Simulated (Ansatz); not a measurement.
## Re: from a trial structure to a relaxed crystal

These are results of DFT r2SCAN, scalar-relativistic, plane waves, PAW (Ansatz 0.2.0), not measurements. Cutoff 500 eV, Γ-centred k mesh, Gaussian smearing, no spin polarisation in the final step.

The start puts Re on the black phosphorus structure type (Cmce, No. 64), at a guessed volume.

```
CELL_PARAMETERS angstrom
1.54526 -4.90188 0.00000
1.54526 4.90188 0.00000
0.00000 0.00000 4.08957
ATOMIC_POSITIONS crystal
Re 0.09800 0.90200 0.91000
Re 0.59800 0.40200 0.59000
Re 0.90200 0.09800 0.09000
Re 0.40200 0.59800 0.41000
```

Cell and atoms relax at zero pressure; the relaxation can't lower the symmetry of the start. After a coarse first stage the cell is made exact in the group found at 0.06 Å.

Energies count from the standard state of Re at the same level.

(1) Which crystal results?

(2) What are its volume, energy, density and gap?

Results:

(1) It ends in Fmmm (No. 69). Conventional cell: a = 2.945 Å, b = 4.424 Å, c = 9.694 Å. Re is coordinated by 7 Re at 2.59–2.72 Å and 4 Re at 2.94–3.07 Å.

```
Re
1.0
     0.00000    2.21211    4.84707
     1.47240    0.00000    4.84707
     1.47240    2.21211    0.00000
Re
2
Direct
  0.85987 0.85987 0.14013
  0.14013 0.14013 0.85987
```

(2) The volume per atom is 15.79 Å³. The density is 19.59 g/cm³, the energy over the standard structure is 0.71 eV/atom and the gap on the 24×24×24 mesh is 0 eV (a metal).

The final run used a 24×24×24 mesh on its 2-atom cell and 0.10 eV smearing. The k mesh leaves about 4 meV/atom of noise in metals. Spin–orbit coupling is left out. A structure relaxed within its symmetry needn't be a true minimum.